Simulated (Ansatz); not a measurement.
For rock-salt LiF, PBE-D3(BJ) in Ansatz (plane waves, PAW) gives:

```
Item                       Result
-------------------  ------------
lattice parameter a       4.000 Å
bulk modulus B0          74.6 GPa
cohesive energy      4.51 eV/atom
```

**Question.** What does r²SCAN0 (plane waves, PAW; Ansatz, a quantum-chemistry and plane-wave program) give for the same quantities?

**Answer.** 
- lattice constant a: 3.959 Å (falls by 1.0 %)
- bulk modulus: 81.2 GPa (goes up by 8.8 %)
- cohesive energy: 4.30 eV/atom (shrinks by 0.21 eV/atom)

For comparison: lattice constant a 3.972 Å (measured, static lattice: zero-point anharmonic expansion removed, our sources range from 3.964 to 3.974; as tabulated in Mejia-Rodriguez and Trickey (2018), arXiv:1807.09216); bulk modulus 76.3 GPa (measured, 0 K value with the zero-point phonon effect removed; as tabulated in Mejia-Rodriguez and Trickey (2018), arXiv:1807.09216); cohesive energy 4.46 eV/atom (measured, static lattice: zero-point vibration energy added; as tabulated in Mejia-Rodriguez and Trickey (2018), arXiv:1807.09216).

Changes are worked out from the printed values.

Unless a cell is named, each level is at its own relaxed cell (PBE-D3(BJ) 8.00, r²SCAN0 7.76 Å³/atom).

Ansatz's density-functional and Hartree–Fock values are scalar-relativistic unless marked +SOC, with PAW data made under PBE.
